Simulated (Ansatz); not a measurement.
Ansatz (a program for electronic structure) input (B3LYP/6-31G*):

Ansatz 0.2 input:
```yaml
crystal:
  periodic: [false, false, false]
  atoms:
    - {symbol: N, position_ang: [-1.17990933, -0.14325443, -0.00489813]}
    - {symbol: N, position_ang: [-0.09167394, 0.33877156, 0.01039406]}
    - {symbol: O, position_ang: [1.11263537, -0.17107749, -0.00480894]}
basis:
  gaussian:
    orbitals: 6-31G*
hamiltonian:
  xc: {name: B3LYP}
total_charge: -1
magnetization: {spin_polarized: true, initial_magnetization: 1}
relax: {f_tol: 0.003, max_steps: 120}
```

Question: What final total energy does it give?

Answer: -184.63081 Eh.
